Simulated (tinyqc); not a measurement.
Worked calculation (part 1 of 2): RKS/PBE0 in the sto-3g basis, for H2F+, spin multiplicity 1. Computed by tinyqc, a small Python program that keeps every step (integrals from PySCF). Settings: charge = 1, multiplicity = 1, basis = sto-3g, energy threshold = 1e-09, iteration cap = 67, orthogonalisation = symmetric, start = core, DIIS depth = 0, damping = 0.5, shift = 1.0, method = RKS, functional = pbe0, grid = [10, 26]. Command: `OMP_NUM_THREADS=1 python tinyqc.py 25495 25496 out.jsonl` (the two numbers bound the seeds that draw the settings). One thread of a shared host (Intel(R) Xeon(R) Processor @ 2.60GHz), about 0.8 s of CPU time with the checks. Later iterations appear only in the table of the cycle.

## One-electron integrals

Geometry (angstrom):
```
atom       x        y       z
F     0.0000   0.0000  0.0000
H     0.0000   0.8310  0.4810
H     0.0000  -0.8310  0.4810
```

Basis sto-3g: exponents (1/bohr^2) and contraction coefficients of normalised primitives:
```
element  l (shell)  exponent  coefficient
F            s (1)  166.6791       0.1543
F            s (1)   30.3608       0.5353
F            s (1)    8.2168       0.4446
F            s (2)    6.4648      -0.1000
F            s (2)    1.5023       0.3995
F            s (2)    0.4886       0.7001
F            p (3)    6.4648       0.1559
F            p (3)    1.5023       0.6077
F            p (3)    0.4886       0.3920
H            s (1)    3.4253       0.1543
H            s (1)    0.6239       0.5353
H            s (1)    0.1689       0.4446
```

Overlap, kinetic and nuclear-attraction integrals over the contracted functions; the nuclear repulsion is the sum of Za Zb / Rab.

nuclear repulsion = 10.238738 hartree

overlap S:
```
         1F 1s   1F 2s  1F 2px   1F 2py  1F 2pz   2H 1s    3H 1s
1F 1s   1.0000  0.2380  0.0000   0.0000  0.0000  0.0446   0.0446
1F 2s   0.2380  1.0000  0.0000   0.0000  0.0000  0.4204   0.4204
1F 2px  0.0000  0.0000  1.0000   0.0000  0.0000  0.0000   0.0000
1F 2py  0.0000  0.0000  0.0000   1.0000  0.0000  0.2891  -0.2891
1F 2pz  0.0000  0.0000  0.0000   0.0000  1.0000  0.1674   0.1674
2H 1s   0.0446  0.4204  0.0000   0.2891  0.1674  1.0000   0.2026
3H 1s   0.0446  0.4204  0.0000  -0.2891  0.1674  0.2026   1.0000
```

kinetic energy T (hartree):
```
          1F 1s    1F 2s  1F 2px   1F 2py  1F 2pz    2H 1s    3H 1s
1F 1s   36.9846  -0.2129  0.0000   0.0000  0.0000  -0.0027  -0.0027
1F 2s   -0.2129   1.0380  0.0000   0.0000  0.0000   0.1067   0.1067
1F 2px   0.0000   0.0000  3.2480   0.0000  0.0000   0.0000   0.0000
1F 2py   0.0000   0.0000  0.0000   3.2480  0.0000   0.2090  -0.2090
1F 2pz   0.0000   0.0000  0.0000   0.0000  3.2480   0.1210   0.1210
2H 1s   -0.0027   0.1067  0.0000   0.2090  0.1210   0.7600  -0.0009
3H 1s   -0.0027   0.1067  0.0000  -0.2090  0.1210  -0.0009   0.7600
```

nuclear attraction V (hartree):
```
           1F 1s     1F 2s    1F 2px    1F 2py    1F 2pz    2H 1s    3H 1s
1F 1s   -78.1118   -9.4391    0.0000    0.0000   -0.0138  -1.8215  -1.8215
1F 2s    -9.4391  -12.6373    0.0000    0.0000   -0.1663  -4.0844  -4.0844
1F 2px    0.0000    0.0000  -12.4742    0.0000    0.0000   0.0000   0.0000
1F 2py    0.0000    0.0000    0.0000  -12.6310    0.0000  -2.4485   2.4485
1F 2pz   -0.0138   -0.1663    0.0000    0.0000  -12.5267  -1.4642  -1.4642
2H 1s    -1.8215   -4.0844    0.0000   -2.4485   -1.4642  -6.3263  -1.4648
3H 1s    -1.8215   -4.0844    0.0000    2.4485   -1.4642  -1.4648  -6.3263
```

core Hamiltonian H = T + V (hartree):
```
           1F 1s     1F 2s   1F 2px   1F 2py   1F 2pz    2H 1s    3H 1s
1F 1s   -41.1273   -9.6520   0.0000   0.0000  -0.0138  -1.8242  -1.8242
1F 2s    -9.6520  -11.5993   0.0000   0.0000  -0.1663  -3.9777  -3.9777
1F 2px    0.0000    0.0000  -9.2262   0.0000   0.0000   0.0000   0.0000
1F 2py    0.0000    0.0000   0.0000  -9.3830   0.0000  -2.2395   2.2395
1F 2pz   -0.0138   -0.1663   0.0000   0.0000  -9.2787  -1.3432  -1.3432
2H 1s    -1.8242   -3.9777   0.0000  -2.2395  -1.3432  -5.5663  -1.4657
3H 1s    -1.8242   -3.9777   0.0000   2.2395  -1.3432  -1.4657  -5.5663
```

## Two-electron integrals

Functions are numbered as in S; the eight-fold symmetry (ij|kl) = (ji|kl) = (kl|ij) leaves the list below.

Two-electron integrals (ij|kl) in chemists' order, unique and non-zero (hartree):
```
(11|11) 5.4035      (21|11) 0.8419      (21|21) 0.1563      (22|11) 1.2680
(22|21) 0.2923      (22|22) 0.9262      (31|31) 0.0280      (32|31) 0.0432
(32|32) 0.2046      (33|11) 1.2645      (33|21) 0.2924      (33|22) 0.9260
(33|33) 0.9975      (41|41) 0.0280      (42|41) 0.0432      (42|42) 0.2046
(43|43) 0.0538      (44|11) 1.2645      (44|21) 0.2924      (44|22) 0.9260
(44|33) 0.8900      (44|44) 0.9975      (51|51) 0.0280      (52|51) 0.0432
(52|52) 0.2046      (53|53) 0.0538      (54|54) 0.0538      (55|11) 1.2645
(55|21) 0.2924      (55|22) 0.9260      (55|33) 0.8900      (55|44) 0.8900
(55|55) 0.9975      (61|11) 0.1604      (61|21) 0.0295      (61|22) 0.0548
(61|33) 0.0547      (61|41) 0.0010      (61|42) 0.0020      (61|44) 0.0549
(61|51) 0.0006      (61|52) 0.0011      (61|54) 1.10e-04    (61|55) 0.0548
(61|61) 0.0056      (62|11) 0.3916      (62|21) 0.0914      (62|22) 0.3215
(62|33) 0.3169      (62|41) 0.0054      (62|42) 0.0413      (62|44) 0.3270
(62|51) 0.0031      (62|52) 0.0239      (62|54) 0.0059      (62|55) 0.3203
(62|61) 0.0175      (62|62) 0.1354      (63|31) 0.0097      (63|32) 0.0571
(63|43) 0.0088      (63|53) 0.0051      (63|63) 0.0204      (64|11) 0.2251
(64|21) 0.0533      (64|22) 0.2005      (64|33) 0.1918      (64|41) 0.0125
(64|42) 0.0817      (64|44) 0.2155      (64|51) 0.0016      (64|52) 0.0142
(64|54) 0.0087      (64|55) 0.1939      (64|61) 0.0106      (64|62) 0.1035
(64|64) 0.0990      (65|11) 0.1303      (65|21) 0.0308      (65|22) 0.1160
(65|33) 0.1110      (65|41) 0.0016      (65|42) 0.0142      (65|44) 0.1146
(65|51) 0.0107      (65|52) 0.0653      (65|54) 0.0108      (65|55) 0.1224
(65|61) 0.0062      (65|62) 0.0599      (65|64) 0.0455      (65|65) 0.0468
(66|11) 0.5307      (66|21) 0.1260      (66|22) 0.5096      (66|33) 0.4919
(66|41) 0.0097      (66|42) 0.1035      (66|44) 0.5314      (66|51) 0.0056
(66|52) 0.0599      (66|54) 0.0229      (66|55) 0.5051      (66|61) 0.0243
(66|62) 0.2702      (66|64) 0.2399      (66|65) 0.1388      (66|66) 0.7746
(71|11) 0.1604      (71|21) 0.0295      (71|22) 0.0548      (71|33) 0.0547
(71|41) -0.0010     (71|42) -0.0020     (71|44) 0.0549      (71|51) 0.0006
(71|52) 0.0011      (71|54) -1.10e-04   (71|55) 0.0548      (71|61) 0.0056
(71|62) 0.0170      (71|64) 0.0095      (71|65) 0.0060      (71|66) 0.0233
(71|71) 0.0056      (72|11) 0.3916      (72|21) 0.0914      (72|22) 0.3215
(72|33) 0.3169      (72|41) -0.0054     (72|42) -0.0413     (72|44) 0.3270
(72|51) 0.0031      (72|52) 0.0239      (72|54) -0.0059     (72|55) 0.3203
(72|61) 0.0170      (72|62) 0.1102      (72|64) 0.0578      (72|65) 0.0472
(72|66) 0.1795      (72|71) 0.0175      (72|72) 0.1354      (73|31) 0.0097
(73|32) 0.0571      (73|43) -0.0088     (73|53) 0.0051      (73|63) 0.0161
(73|73) 0.0204      (74|11) -0.2251     (74|21) -0.0533     (74|22) -0.2005
(74|33) -0.1918     (74|41) 0.0125      (74|42) 0.0817      (74|44) -0.2155
(74|51) -0.0016     (74|52) -0.0142     (74|54) 0.0087      (74|55) -0.1939
(74|61) -0.0095     (74|62) -0.0578     (74|64) -0.0147     (74|65) -0.0243
(74|66) -0.0840     (74|71) -0.0106     (74|72) -0.1035     (74|74) 0.0990
(75|11) 0.1303      (75|21) 0.0308      (75|22) 0.1160      (75|33) 0.1110
(75|41) -0.0016     (75|42) -0.0142     (75|44) 0.1146      (75|51) 0.0107
(75|52) 0.0653      (75|54) -0.0108     (75|55) 0.1224      (75|61) 0.0060
(75|62) 0.0472      (75|64) 0.0243      (75|65) 0.0361      (75|66) 0.0850
(75|71) 0.0062      (75|72) 0.0599      (75|74) -0.0455     (75|75) 0.0468
(76|11) 0.1346      (76|21) 0.0317      (76|22) 0.1211      (76|33) 0.1190
(76|44) 0.1216      (76|51) 0.0017      (76|52) 0.0160      (76|55) 0.1225
(76|61) 0.0060      (76|62) 0.0500      (76|64) 0.0333      (76|65) 0.0253
(76|66) 0.1038      (76|71) 0.0060      (76|72) 0.0500      (76|74) -0.0333
(76|75) 0.0253      (76|76) 0.0225      (77|11) 0.5307      (77|21) 0.1260
(77|22) 0.5096      (77|33) 0.4919      (77|41) -0.0097     (77|42) -0.1035
(77|44) 0.5314      (77|51) 0.0056      (77|52) 0.0599      (77|54) -0.0229
(77|55) 0.5051      (77|61) 0.0233      (77|62) 0.1795      (77|64) 0.0840
(77|65) 0.0850      (77|66) 0.3148      (77|71) 0.0243      (77|72) 0.2702
(77|74) -0.2399     (77|75) 0.1388      (77|76) 0.1038      (77|77) 0.7746
```

## Orthogonalisation

S = U s U^T; symmetric (Loewdin) form X = U s^(-1/2) U^T, so that X^T S X = 1.

eigenvalues of S: 0.4232  0.4775  0.9078  1.0000  1.0749  1.3200  1.7966

X:
```
          1F 1s    1F 2s  1F 2px   1F 2py   1F 2pz    2H 1s    3H 1s
1F 1s    1.0240  -0.1393  0.0000   0.0000  -0.0062   0.0193   0.0193
1F 2s   -0.1393   1.1831  0.0000   0.0000   0.0627  -0.2418  -0.2418
1F 2px   0.0000   0.0000  1.0000   0.0000   0.0000   0.0000   0.0000
1F 2py   0.0000   0.0000  0.0000   1.0895   0.0000  -0.1979   0.1979
1F 2pz  -0.0062   0.0627  0.0000   0.0000   1.0244  -0.0945  -0.0945
2H 1s    0.0193  -0.2418  0.0000  -0.1979  -0.0945   1.1470  -0.0812
3H 1s    0.0193  -0.2418  0.0000   0.1979  -0.0945  -0.0812   1.1470
```

## Starting guess

The start is the orbitals of the core Hamiltonian; D = 2 C_occ C_occ^T.

D at the start:
```
          1F 1s    1F 2s  1F 2px   1F 2py   1F 2pz    2H 1s    3H 1s
1F 1s    2.1325  -0.5828  0.0000   0.0000  -0.0328   0.0704   0.0704
1F 2s   -0.5828   2.5572  0.0000   0.0000   0.1952  -0.3040  -0.3040
1F 2px   0.0000   0.0000  2.0000   0.0000   0.0000   0.0000   0.0000
1F 2py   0.0000   0.0000  0.0000   2.3150   0.0000  -0.3420   0.3420
1F 2pz  -0.0328   0.1952  0.0000   0.0000   2.0841  -0.1581  -0.1581
2H 1s    0.0704  -0.3040  0.0000  -0.3420  -0.1581   0.0955  -0.0056
3H 1s    0.0704  -0.3040  0.0000   0.3420  -0.1581  -0.0056   0.0955
```

## Iteration 1: exchange-correlation on the grid

Becke grid with 10 radial and 26 angular points per atom, points of zero weight dropped. rho = sum D_ij phi_i phi_j; V_xc,ij = sum w v_xc phi_i phi_j plus the gradient terms; v_xc is d(rho eps)/d rho at fixed gradient. Exact exchange is left to K.

The 12 grid points with the largest w rho, of 776 (bohr, atomic units):
```
x              y        z       w     rho  |grad rho|^2   eps_xc     v_xc
1.1907    0.0000   0.0000  0.5419  0.3137        1.2612  -0.4512  -0.5301
-1.1907   0.0000   0.0000  0.5419  0.3137        1.2612  -0.4512  -0.5301
0.0000    0.0000  -1.1907  0.5432  0.3093        1.2013  -0.4489  -0.5283
0.0000    0.0000   0.6632  0.1112  1.4745        9.4557  -0.7038  -0.9200
0.0000   -0.6632   0.0000  0.1083  1.4721       10.1601  -0.7035  -0.9189
0.0000    0.6632   0.0000  0.1083  1.4721       10.1601  -0.7035  -0.9189
-0.6632   0.0000   0.0000  0.1117  1.3871        7.8809  -0.6905  -0.9029
0.6632    0.0000   0.0000  0.1117  1.3871        7.8809  -0.6905  -0.9029
0.0000    0.0000   1.1907  0.4890  0.3138        1.3926  -0.4537  -0.5261
0.0000    0.0000  -0.6632  0.1117  1.3480        7.4402  -0.6844  -0.8948
0.0000    0.8419  -0.8419  0.4268  0.3183        1.3096  -0.4532  -0.5324
0.0000   -0.8419  -0.8419  0.4268  0.3183        1.3096  -0.4532  -0.5324
```

electrons on the grid, sum of w rho = 9.9365

E_xc = sum of w rho eps_xc = -8.552465 hartree

V_xc (hartree):
```
          1F 1s    1F 2s   1F 2px   1F 2py   1F 2pz    2H 1s    3H 1s
1F 1s   -2.5445  -0.3616   0.0000   0.0000  -0.0006  -0.0697  -0.0697
1F 2s   -0.3616  -0.7268   0.0000   0.0000  -0.0018  -0.2183  -0.2183
1F 2px   0.0000   0.0000  -0.7186   0.0000   0.0000   0.0000   0.0000
1F 2py   0.0000   0.0000   0.0000  -0.7155   0.0000  -0.1213   0.1213
1F 2pz  -0.0006  -0.0018   0.0000   0.0000  -0.7187  -0.0709  -0.0709
2H 1s   -0.0697  -0.2183   0.0000  -0.1213  -0.0709  -0.2180  -0.0670
3H 1s   -0.0697  -0.2183   0.0000   0.1213  -0.0709  -0.0670  -0.2180
```

## Iteration 1: building the Kohn-Sham matrix

J_ij = sum D_kl (ij|kl), K_ij = sum D_kl (ik|jl); F = H + J - 0.125 K + V_xc; E = tr D H + tr D J / 2 - 0.0625 tr D K + E_xc + E_nn.

Coulomb J (hartree):
```
          1F 1s    1F 2s   1F 2px   1F 2py   1F 2pz   2H 1s    3H 1s
1F 1s   21.1545   4.0604   0.0000   0.0000   0.0035  0.7667   0.7667
1F 2s    4.0604  10.0298   0.0000   0.0000  -0.0013  3.3718   3.3718
1F 2px   0.0000   0.0000  10.0237   0.0000   0.0000  0.0000   0.0000
1F 2py   0.0000   0.0000   0.0000  10.0182   0.0000  2.0583  -2.0583
1F 2pz   0.0035  -0.0013   0.0000   0.0000  10.0211  1.1897   1.1897
2H 1s    0.7667   3.3718   0.0000   2.0583   1.1897  5.1216   1.2394
3H 1s    0.7667   3.3718   0.0000  -2.0583   1.1897  1.2394   5.1216
```

exchange K (hartree):
```
          1F 1s   1F 2s  1F 2px   1F 2py  1F 2pz   2H 1s    3H 1s
1F 1s   11.1292  1.9563  0.0000   0.0000  0.0014  0.3887   0.3887
1F 2s    1.9563  3.2579  0.0000   0.0000  0.0045  0.9619   0.9619
1F 2px   0.0000  0.0000  2.6859   0.0000  0.0000  0.0000   0.0000
1F 2py   0.0000  0.0000  0.0000   2.6843  0.0000  0.4360  -0.4360
1F 2pz   0.0014  0.0045  0.0000   0.0000  2.6834  0.2517   0.2517
2H 1s    0.3887  0.9619  0.0000   0.4360  0.2517  0.4197   0.2475
3H 1s    0.3887  0.9619  0.0000  -0.4360  0.2517  0.2475   0.4197
```

Kohn-Sham matrix F (hartree):
```
           1F 1s    1F 2s   1F 2px   1F 2py   1F 2pz    2H 1s    3H 1s
1F 1s   -23.9083  -6.1977   0.0000   0.0000  -0.0110  -1.1758  -1.1758
1F 2s    -6.1977  -2.7035   0.0000   0.0000  -0.1699  -0.9444  -0.9444
1F 2px    0.0000   0.0000  -0.2568   0.0000   0.0000   0.0000   0.0000
1F 2py    0.0000   0.0000   0.0000  -0.4158   0.0000  -0.3570   0.3570
1F 2pz   -0.0110  -0.1699   0.0000   0.0000  -0.3117  -0.2559  -0.2559
2H 1s    -1.1758  -0.9444   0.0000  -0.3570  -0.2559  -0.7152  -0.3242
3H 1s    -1.1758  -0.9444   0.0000   0.3570  -0.2559  -0.3242  -0.7152
```

total energy of this density = -97.810978 hartree

This density is the starting one.

## Iteration 1: diagonalisation and new density

A level shift of 1 hartree raises the virtual space: F + shift (S - S D(s) S), with D(s) the density of one spin (D/2). Diagonalise F' = X^T F X, C = X C', fill 5 alpha and 5 beta electrons from the bottom; D = 2 C_occ C_occ^T; the new density keeps 0.5 of the old one (damping). Each column has its largest component positive (the first on a tie).

F' = X^T F X (hartree):
```
          1        2        3        4        5        6        7
1  -23.4391  -3.2813   0.0000   0.0000  -0.0199  -0.1670  -0.1670
2   -3.2813  -1.3945   0.0000   0.0000  -0.0550  -0.4672  -0.4672
3    0.0000   0.0000  -0.2568   0.0000   0.0000   0.0000   0.0000
4    0.0000   0.0000   0.0000  -0.2143   0.0000  -0.3524   0.3524
5   -0.0199  -0.0550   0.0000   0.0000  -0.2545  -0.1935  -0.1935
6   -0.1670  -0.4672   0.0000  -0.3524  -0.1935   0.6305  -0.0924
7   -0.1670  -0.4672   0.0000   0.3524  -0.1935  -0.0924   0.6305
```

orbital energies (hartree): MO1 -23.9216, MO2 -1.1672, MO3 -0.4298, MO4 -0.2848, MO5 -0.2568, MO6 0.8236, MO7 0.9384

coefficients C:
```
            MO1      MO2      MO3      MO4     MO5      MO6      MO7
1F 1s    0.9934  -0.2591   0.0000   0.0592  0.0000   0.1065   0.0000
1F 2s    0.0286   0.9823   0.0000  -0.2589  0.0000  -0.7121   0.0000
1F 2px   0.0000   0.0000   0.0000   0.0000  1.0000   0.0000   0.0000
1F 2py   0.0000   0.0000   0.8889   0.0000  0.0000   0.0000  -0.6893
1F 2pz   0.0025   0.1731   0.0000   0.9522  0.0000  -0.3669   0.0000
2H 1s   -0.0058   0.0328   0.1630   0.0761  0.0000   0.7930   0.8757
3H 1s   -0.0058   0.0328  -0.1630   0.0761  0.0000   0.7930  -0.8757
```

D after iteration 1:
```
          1F 1s    1F 2s  1F 2px   1F 2py   1F 2pz    2H 1s    3H 1s
1F 1s    2.1238  -0.5328  0.0000   0.0000  -0.0023   0.0255   0.0255
1F 2s   -0.5328   2.3114  0.0000   0.0000   0.0212  -0.1396  -0.1396
1F 2px   0.0000   0.0000  2.0000   0.0000   0.0000   0.0000   0.0000
1F 2py   0.0000   0.0000  0.0000   1.9476   0.0000  -0.0262   0.0262
1F 2pz  -0.0023   0.0212  0.0000   0.0000   1.9787  -0.0009  -0.0009
2H 1s    0.0255  -0.1396  0.0000  -0.0262  -0.0009   0.0812  -0.0225
3H 1s    0.0255  -0.1396  0.0000   0.0262  -0.0009  -0.0225   0.0812
```

## Iteration 2: exchange-correlation on the grid

As before.

The 12 grid points with the largest w rho, of 776 (bohr, atomic units):
```
x              y        z       w     rho  |grad rho|^2   eps_xc     v_xc
1.1907    0.0000   0.0000  0.5419  0.3111        1.2261  -0.4498  -0.5290
-1.1907   0.0000   0.0000  0.5419  0.3111        1.2261  -0.4498  -0.5290
0.0000    0.0000  -1.1907  0.5432  0.3080        1.1960  -0.4485  -0.5274
-0.6632   0.0000   0.0000  0.1117  1.3645        7.6373  -0.6870  -0.8982
0.6632    0.0000   0.0000  0.1117  1.3645        7.6373  -0.6870  -0.8982
0.0000    0.0000   0.6632  0.1112  1.3578        7.6643  -0.6859  -0.8967
0.0000    0.0000  -0.6632  0.1117  1.3464        7.3893  -0.6841  -0.8945
0.0000    0.0000   1.1907  0.4890  0.3062        1.2073  -0.4482  -0.5255
0.0000   -0.6632   0.0000  0.1083  1.3288        7.3866  -0.6814  -0.8905
0.0000    0.6632   0.0000  0.1083  1.3288        7.3866  -0.6814  -0.8905
-0.8419   0.0000  -0.8419  0.4346  0.3096        1.2095  -0.4491  -0.5283
0.8419    0.0000  -0.8419  0.4346  0.3096        1.2095  -0.4491  -0.5283
```

electrons on the grid, sum of w rho = 9.9392

E_xc = sum of w rho eps_xc = -8.378470 hartree

V_xc (hartree):
```
          1F 1s    1F 2s   1F 2px   1F 2py   1F 2pz    2H 1s    3H 1s
1F 1s   -2.5418  -0.3592   0.0000   0.0000   0.0001  -0.0692  -0.0692
1F 2s   -0.3592  -0.7212   0.0000   0.0000  -0.0017  -0.2232  -0.2232
1F 2px   0.0000   0.0000  -0.7135   0.0000   0.0000   0.0000   0.0000
1F 2py   0.0000   0.0000   0.0000  -0.7092   0.0000  -0.1288   0.1288
1F 2pz   0.0001  -0.0017   0.0000   0.0000  -0.7133  -0.0757  -0.0757
2H 1s   -0.0692  -0.2232   0.0000  -0.1288  -0.0757  -0.2599  -0.0709
3H 1s   -0.0692  -0.2232   0.0000   0.1288  -0.0757  -0.0709  -0.2599
```

## Iteration 2: building the Kohn-Sham matrix

As before.

Coulomb J (hartree):
```
          1F 1s   1F 2s  1F 2px   1F 2py  1F 2pz   2H 1s    3H 1s
1F 1s   20.8571  3.9954  0.0000   0.0000  0.0006  0.7544   0.7544
1F 2s    3.9954  9.8916  0.0000   0.0000  0.0025  3.3416   3.3416
1F 2px   0.0000  0.0000  9.8861   0.0000  0.0000  0.0000   0.0000
1F 2py   0.0000  0.0000  0.0000   9.8787  0.0000  2.0471  -2.0471
1F 2pz   0.0006  0.0025  0.0000   0.0000  9.8837  1.1862   1.1862
2H 1s    0.7544  3.3416  0.0000   2.0471  1.1862  5.1348   1.2346
3H 1s    0.7544  3.3416  0.0000  -2.0471  1.1862  1.2346   5.1348
```

exchange K (hartree):
```
          1F 1s    1F 2s  1F 2px   1F 2py   1F 2pz   2H 1s    3H 1s
1F 1s   11.1062   1.9431  0.0000   0.0000   0.0024  0.3850   0.3850
1F 2s    1.9431   3.2160  0.0000   0.0000  -0.0083  1.0326   1.0326
1F 2px   0.0000   0.0000  2.6633   0.0000   0.0000  0.0000   0.0000
1F 2py   0.0000   0.0000  0.0000   2.5928   0.0000  0.5367  -0.5367
1F 2pz   0.0024  -0.0083  0.0000   0.0000   2.6414  0.3155   0.3155
2H 1s    0.3850   1.0326  0.0000   0.5367   0.3155  0.5961   0.2744
3H 1s    0.3850   1.0326  0.0000  -0.5367   0.3155  0.2744   0.5961
```

Kohn-Sham matrix F (hartree):
```
           1F 1s    1F 2s   1F 2px   1F 2py   1F 2pz    2H 1s    3H 1s
1F 1s   -24.2002  -6.2587   0.0000   0.0000  -0.0133  -1.1871  -1.1871
1F 2s    -6.2587  -2.8309   0.0000   0.0000  -0.1645  -0.9884  -0.9884
1F 2px    0.0000   0.0000  -0.3864   0.0000   0.0000   0.0000   0.0000
1F 2py    0.0000   0.0000   0.0000  -0.5377   0.0000  -0.3882   0.3882
1F 2pz   -0.0133  -0.1645   0.0000   0.0000  -0.4385  -0.2722  -0.2722
2H 1s    -1.1871  -0.9884   0.0000  -0.3882  -0.2722  -0.7659  -0.3362
3H 1s    -1.1871  -0.9884   0.0000   0.3882  -0.2722  -0.3362  -0.7659
```

total energy of this density = -98.298548 hartree

This density is a damped mixture and is not idempotent.
